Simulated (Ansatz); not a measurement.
Compare A (`CCCCCCCC`) with its isomer B (`CCC(CC)C(C)C`).

Calculated with Ansatz (gas phase, PBE0-D4/def2-TZVP geometries, no zero-point term in ΔE). CCSD(T)/CBS adds triple-zeta CCSD(T) − MP2 to the extrapolated MP2 energy (def2 sets, frozen cores). Functionals use def2-TZVPP. B3LYP here is the variant with VWN-RPA as its local correlation; programs differ in this. One conformer a species, not always the lowest.

Problem. Which isomer does CCSD(T)/CBS put lower? Give the gap. (Estimate.)

Solution. The calculation gave: B, by 1.9 kJ/mol. So small a gap doesn't settle the order.

Problem. Give E(B) − E(A) in kJ/mol with r2SCAN-D4, B3LYP-D4, B2PLYP, B3LYP, ωB97M-V, MP2/def2-TZVPP, PBE0-D4. (An estimate is asked.)

Solution. Computed: r2SCAN-D4 1.3, B3LYP-D4 3.2, B2PLYP 8.0, B3LYP 16.8, ωB97M-V -1.0, MP2/def2-TZVPP -6.5, PBE0-D4 2.8. The order is the other way round with r2SCAN-D4, B3LYP-D4, B2PLYP, B3LYP, PBE0-D4.

Largest T1 diagnostic: 0.009.

The D4 term adds −13.6 kJ/mol with B3LYP and −7.8 kJ/mol with PBE0; it sums over pairs of atoms, weighted by their polarisabilities, and B3LYP, whose exchange is more repulsive, gets the larger term. In def2-TZVPP, CCSD(T) changes the Hartree–Fock value by −26.3 kJ/mol (the triples alone add −4.1 kJ/mol) and MP2 by −30.2 kJ/mol.
